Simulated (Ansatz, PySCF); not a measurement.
This Ansatz (a program for electronic structure) input computes a CAM-B3LYP/def2-TZVPD energy:

Ansatz 0.2 input:
```yaml
crystal:
  periodic: [false, false, false]
  atoms:
    - {symbol: C, position_ang: [-0.00717952, -0.17649498, 1.18877778]}
    - {symbol: N, position_ang: [0.04667122, 0.63032333, 0.00383616]}
    - {symbol: C, position_ang: [-0.01782633, -0.16122431, -1.19083315]}
    - {symbol: H, position_ang: [0.82239004, -0.89994531, 1.21610482]}
    - {symbol: H, position_ang: [0.04344444, 0.44786648, 2.08044412]}
    - {symbol: H, position_ang: [-0.93390440, -0.76995637, 1.22479698]}
    - {symbol: H, position_ang: [0.81142397, -0.88421671, -1.23486430]}
    - {symbol: H, position_ang: [0.02485300, 0.47453211, -2.07483039]}
    - {symbol: H, position_ang: [-0.94487047, -0.75422777, -1.22617215]}
basis:
  gaussian:
    orbitals: def2-TZVPD
hamiltonian:
  xc: {name: CAM-B3LYP}
magnetization: {spin_polarized: true, initial_magnetization: 1}
output: {forces: true}
```

Task: Write an input for the same energy in PySCF and say what it gives.

Result: 
```python
from pyscf import gto, scf, dft

mol = gto.M(
    atom='''
    C    -0.00717952   -0.17649498    1.18877778
    N     0.04667122    0.63032333    0.00383616
    C    -0.01782633   -0.16122431   -1.19083315
    H     0.82239004   -0.89994531    1.21610482
    H     0.04344444    0.44786648    2.08044412
    H    -0.93390440   -0.76995637    1.22479698
    H     0.81142397   -0.88421671   -1.23486430
    H     0.02485300    0.47453211   -2.07483039
    H    -0.94487047   -0.75422777   -1.22617215
    ''',
    basis='def2-tzvpd',
    charge=0,
    spin=1,
    verbose=4,
)

mf = dft.UKS(mol, xc='camb3lyp').density_fit(auxbasis='def2-universal-jkfit')
mf.grids.level = 3
mf.conv_tol = 1e-9
mf.max_cycle = 100
mf.max_memory = 1500
mf.kernel()
if not mf.converged:
    mf = mf.newton()
    mf.kernel(mf.make_rdm1())
for _ in range(2):
    mo, _, stable, _ = mf.stability(return_status=True)
    if stable:
        break
    mf.kernel(mf.make_rdm1(mo, mf.mo_occ))
mf.analyze()
```
It gives -134.48535 Eh, and Ansatz -134.48526 Eh, a difference of 0.09 mEh, from the treatment of integrals and grids.

It need not be the lowest isomer of its formula.
